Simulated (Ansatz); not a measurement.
A nudged elastic band was laid between two geometries of H6NPSi (9 atoms, charge 0, multiplicity 1).

Theory: RKS r2SCAN-D4/def2-SVP (Ansatz 0.2.0).

```yaml
movable_images: 2
climbing_image: yes
spring: 5.0 eV/Å²
optimiser: quadratic models (default)
start_path: through a guess of the saddle point
force_threshold: 0.03 eV/Å
iteration_limit: 60
end_points: relaxed
```

First end point:

```xyz
9
Properties=species:S:1:pos:R:3
Si -0.456 0.671 -0.862
N 0.869 -0.085 -0.022
P 0.782 -1.090 1.378
H -1.428 -0.349 -1.368
H 0.110 1.440 -2.010
H -1.214 1.594 0.039
H 1.816 0.060 -0.358
H -0.283 -1.975 0.991
H -0.108 -0.312 2.196
```

Last end point:

```xyz
9
Properties=species:S:1:pos:R:3
Si -1.148 0.790 -0.782
N 0.501 -0.359 -0.399
P 0.463 -1.312 1.144
H 0.620 -1.017 -1.176
H -0.331 1.582 -1.817
H -0.722 1.703 0.378
H 1.345 0.223 -0.406
H -0.956 -1.506 1.080
H 0.316 -0.151 1.961
```

(1) Which bonds break or form, and what moves?

(2) What energy profile does the band end with?

(3) What is the geometry of the highest image?

Results:

(1) Bonds broken: Si1–H4. Bonds formed: N2–H4.

(2) The run converged. The highest image is number 1 of 0 to 3, 279.1 kJ/mol above the first end and 110.9 kJ/mol above the last; the last end lies 168.3 kJ/mol above the first. Neighbouring images differ by up to 2.9 eV, so the band resolves the path poorly. Another band between the same ends (5 images) ends at a top of the same energy, where a vibrational analysis finds 1 clearly imaginary mode. So few images can step over the top or miss a turn of the path. The orbitals stay closed-shell, which can raise the energy where a bond breaks towards radicals; this wasn't checked here.

```tsv
image	path coordinate (Å)	energy (kJ/mol)	Si1–H4 (Å)	N2–H4 (Å)
0	0.00	0.0	1.50	2.68
1	1.75	279.1	1.62	1.37
2	2.71	176.9	2.44	1.02
3	3.66	168.3	2.56	1.03
```

(3) 
```xyz
9
Properties=species:S:1:pos:R:3
Si -0.729 0.769 -1.029
N 0.693 -0.327 -0.254
P 0.622 -1.092 1.314
H -0.205 -0.755 -1.191
H 0.043 1.902 -1.650
H -1.368 1.351 0.203
H 1.635 -0.229 -0.639
H -0.685 -1.661 1.141
H 0.082 -0.005 2.087
```

Time of the run: 66 s on 2 threads of AMD EPYC 7R43 64-Core Processor (Zen 3), with other jobs on the host, peak memory 0.16 GiB.
